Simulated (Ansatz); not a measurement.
Geometry optimisation, Ansatz, RKS B3LYP/def2-SVP.

input.yaml

```yaml
crystal:
  periodic: [false, false, false]
  atoms:
    - { symbol: B, position_ang: [-0.01229, 0.409019, 0.023285] }
    - { symbol: F, position_ang: [0.013332, 1.026892, 1.19286] }
    - { symbol: H, position_ang: [1.035602, 0.242141, -0.55469] }
    - { symbol: H, position_ang: [-1.083308, 0.175008, -0.480506] }
    - { symbol: Si, position_ang: [0.105638, -2.574871, 1.04592] }
    - { symbol: H, position_ang: [-0.692859, -3.019851, -0.130235] }
    - { symbol: H, position_ang: [1.528064, -2.965173, 0.860163] }
    - { symbol: H, position_ang: [-0.446641, -3.167972, 2.300194] }
    - { symbol: H, position_ang: [0.036763, -1.109592, 1.200409] }
basis:
  gaussian: { orbitals: def2-SVP }
hamiltonian:
  xc: b3lyp
relax:
  f_tol: 0.03
  max_steps: 50
```

Command:

```bash
$ ansatz run input.yaml --threads 1 --pin off --max-ram 2048MiB --backend cpu --events-out ev --progress --plain --runs-dir out
```

Problem. Where does it end, and by what steps?

Solution. It converged. After 9 steps the energy has fallen by 0.166 eV; F2 moved furthest, 0.63 Å.

```tsv
step	energy less start (eV)	largest force component (eV/Å)	accepted
0	0.0000	0.579	yes
1	-0.0821	0.562	yes
2	-0.0025	1.158	no
3	-0.1133	0.207	yes
4	-0.1336	0.203	yes
5	-0.1537	0.328	yes
6	-0.1636	0.089	yes
7	-0.1650	0.044	yes
8	-0.1656	0.051	yes
9	-0.1658	0.022	yes
```

```xyz
9
Properties=species:S:1:pos:R:3
B -0.034 0.832 -0.123
F 0.010 1.607 0.945
H 1.015 0.505 -0.624
H -1.120 0.516 -0.544
Si 0.123 -2.895 1.160
H -0.668 -3.231 -0.057
H 1.550 -3.269 0.953
H -0.427 -3.622 2.338
H 0.035 -1.428 1.411
```

The run took 26 s on 1 thread of Arm Neoverse V1, on a shared host, peak memory 0.14 GiB.
